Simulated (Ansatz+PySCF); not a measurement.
Results of a calculation; reference values are marked as such.
# Several solutions for singlet CH2S

```xyz
4

C    -0.0340   -0.0204   -1.0521
S    -0.0354    0.0071    0.5501
H    -0.0320   -0.9570   -1.6398
H    -0.0063    0.8801   -1.6131
```

Basis set: def2-SVP (spherical functions). Charge 0, multiplicity 1.

UHF was run from several starts with Ansatz (development build ahead of 0.2.0) and PySCF 2.14.0.

| run | program | start | converged | energy (hartree) | <S²> |
| --- | --- | --- | --- | --- | --- |
| A | Ansatz | atomic start, no search | yes | -436.36712 | 0.00 |
| B | PySCF | guess huckel, instabilities followed | yes | -436.36958 | 0.28 |
| C | PySCF | guess atom, instabilities followed | yes | -436.36958 | 0.28 |
| D | Ansatz | stability test followed | yes | -436.36958 | 0.28 |
| E | PySCF | guess 1e, instabilities followed | yes | -436.36958 | 0.28 |
| F | Ansatz | search for the lowest state | yes | -436.36958 | 0.28 |
| G | PySCF | guess minao, instabilities followed | yes | -436.36958 | 0.28 |
| H | PySCF | program defaults | yes | -436.36712 | 0.00 |

(1) Which runs reached the lowest solution of this kind, and what is wrong with the others?

## Answers

(1) B, C, D, E, F, G reached the lowest solution found. Converged but too high: A by 0.07 eV, H by 0.07 eV. Convergence only shows a stationary point, and even a stable one can lie too high; stability tests and further starts are what find lower ones. Caution: the unrestricted determinant is spin contaminated.
